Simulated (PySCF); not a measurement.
Threshold energies of P2 in a plasma

PBE0 in PySCF with aug-pcseg-1 on every atom, for the lowest determinant that a PBE0 search found; no spin–orbit coupling.

| species | state (unpaired electrons) | Re (Å) | ωe (cm⁻¹) | energy of the minimum from the neutral (eV) | De (eV) | dissociates to |
| --- | --- | --- | --- | --- | --- | --- |
| P2 | singlet (closed shell) | 1.893 | 825 | 0.00 | 4.65 | P + P |
| P₂⁺ | doublet (π ↑) | 1.979 | 717 | 10.45 | 4.74 | P⁺ + P |

Q: Work out the lowest energy to break P2 into atoms, from its vibrational ground state.

A: D0 = De − ωe/2 = 4.65 − 0.05 = 4.60 eV (PBE0/aug-pcseg-1).

Q: Work out the ionisation energy of the P atom at this level and the threshold of dissociative ionisation.

A: IE(P) = 10.45 + 4.74 − 4.65 = 10.54 eV, so P⁺ + P + e⁻ appears at D0 + IE(P) = 15.14 eV (PBE0/aug-pcseg-1). The measured IE(P) is 10.487 eV (NIST ASD).

These are thermodynamic thresholds; the onsets seen under electron impact lie higher where the geometry changes, and cross-sections peak well above them.

States were picked by a PBE0 search and need not be the measured ground states.
